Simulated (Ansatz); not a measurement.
# BHSi2: the cost of one run

Method: cc-pVTZ, core rule «outside noble gas», up to 11 orbitals frozen; program: Ansatz 0.2.0, Gaussian basis.

Plan: UHF; CCSD(T) on RHF; CCSD(T) on UHF; BCCD(T) on RHF; CCSDT(Q) on RHF.

3 further runs of the same task are left out: 3 set aside as unsound or not needed. Runs told in other sessions of the task aren't counted.

## 1. What is computed

The geometry is a PBE0/def2-TZVP stationary point (not a proven minimum).

4 atoms, charge 0, spin multiplicity 1.

Atoms are counted from 1 here; the program's logs count them from 0.

Bond lengths: Si1–B2 1.836 Å, B2–Si3 1.752 Å, Si3–H4 1.478 Å. Angles: Si1–B2–Si3 180.0°, B2–Si3–H4 180.0°.

## 2. UHF

File in.yaml:

```yaml
crystal:
  periodic: [false, false, false]
  atoms:
    - {symbol: Si, position_ang: [0.000000, 0.000000, -2.622600]}
    - {symbol: B, position_ang: [0.000000, 0.000000, -0.786100]}
    - {symbol: Si, position_ang: [0.000000, 0.000000, 0.965500]}
    - {symbol: H, position_ang: [0.000000, 0.000000, 2.443200]}
basis:
  gaussian: {orbitals: cc-pVTZ}
magnetization: {spin_polarized: true, initial_magnetization: 0}
hamiltonian: {xc: hf}
output: {orbitals: {seedname: orbitals}}
```

Started as:

```bash
> ansatz run in.yaml --threads 1 --pin off --events-out ev --progress --plain --max-ram 3968MiB --backend cpu
```

Q: Estimate wall time and peak memory on 1 thread of AMD EPYC 7R13, shared host.

About 14 s, with a peak of 0.32 GiB.
